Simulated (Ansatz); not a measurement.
# BH2S+ (singlet): wave-function methods side by side, cc-pVDZ

Aim: climb from Hartree-Fock through coupled cluster and multireference methods for BH2S+ (singlet) at one geometry and basis, and see what each rung misses.

Program: Ansatz 0.2.0, Gaussian basis. Level of theory: cc-pVDZ, core rule «outside noble gas», up to 6 orbitals frozen. These are calculated values, not measurements.

To be run: UHF; CCSD(T) on RHF; BCCD(T) on RHF; CISD; CCSDT(Q) on RHF; CCSDTQ on RHF; CASSCF and MRCISD+Q, 10 electrons in 10 orbitals; CASSCF and MRCISD+Q(relaxed), 10 electrons in 10 orbitals; CASSCF and NEVPT2, 10 electrons in 10 orbitals.

6 further runs of the same task are left out: 2 for a known fault of the program, 4 set aside as unsound or not needed.

### Step 1. The system

The geometry is a PBE0/def2-TZVP stationary point (not a proven minimum) of the parent state, kept for this charge and spin.

4 atoms, charge 1, spin multiplicity 1.

Atoms are counted from 1 here; the program's logs count them from 0.

Bond lengths: B1–S2 1.742 Å, B1–H3 1.189 Å, S2–H4 1.348 Å. Angles: S2–B1–H3 125.0°, B1–S2–H4 99.6°.

### Step 2. UHF

in.yaml reads:

```yaml
crystal:
  periodic: [false, false, false]
  atoms:
    - {symbol: B, position_ang: [0.000000, -0.247959, 1.248665]}
    - {symbol: S, position_ang: [0.000000, 0.102017, -0.457708]}
    - {symbol: H, position_ang: [0.000000, 0.569475, 2.112516]}
    - {symbol: H, position_ang: [0.000000, -1.155317, -0.944703]}
basis:
  gaussian: {orbitals: cc-pVDZ}
total_charge: 1
magnetization: {spin_polarized: true, initial_magnetization: 0}
hamiltonian: {xc: hf}
output: {orbitals: {seedname: orbitals}}
```

On the command line:

```console
ansatz run in.yaml --threads 1 --pin off --events-out ev --progress --plain --max-ram 2816MiB --backend cpu
```

The runs that follow: CCSD(T) on RHF; BCCD(T) on RHF; CISD; CCSDT(Q) on RHF; CCSDTQ on RHF; CASSCF and MRCISD+Q, 10 electrons in 10 orbitals; CASSCF and MRCISD+Q(relaxed), 10 electrons in 10 orbitals; CASSCF and NEVPT2, 10 electrons in 10 orbitals.

Q: Predict the results of all the runs planned. Wanted: RCCSDTQ below the RHF energy; RMP2 from RCCSDTQ; RCCSD from RCCSDTQ; RCCSD(T) from RCCSDTQ; RCCSDT(Q) from RCCSDTQ; NEVPT2 valence from RCCSDTQ; MRCISD+Q valence from RCCSDTQ; MRCISD+Q(relaxed) valence from RCCSDTQ; T1 diagnostic.

The runs gave:

| quantity | value |
| --- | --- |
| RCCSDTQ below the RHF energy | -6.5069 eV |
| RMP2 from RCCSDTQ | +104.3 kJ/mol |
| RCCSD from RCCSDTQ | +28.4 kJ/mol |
| RCCSD(T) from RCCSDTQ | +4.4 kJ/mol |
| RCCSDT(Q) from RCCSDTQ | -0.3 kJ/mol |
| NEVPT2 valence from RCCSDTQ | +80.3 kJ/mol |
| MRCISD+Q valence from RCCSDTQ | +2.2 kJ/mol |
| MRCISD+Q(relaxed) valence from RCCSDTQ | -0.9 kJ/mol |
| levels within 1 kcal/mol (43 meV) | RCCSDT, RCCSDT(Q), MRCISD+Q valence, MRCISD+Q(relaxed) valence |
| T1 diagnostic | 0.025 |
| effectively unpaired electrons | 0.05 |

What this shows: RCCSD(T) lands +4.4 kJ/mol from the yardstick (0.7 % of the correlation energy). One determinant dominates. Of the multireference levels listed MRCISD+Q(relaxed) valence comes nearest in total energy (-0.9 kJ/mol), which doesn't show that its space is the better one. These misses are within one basis, not against nature.
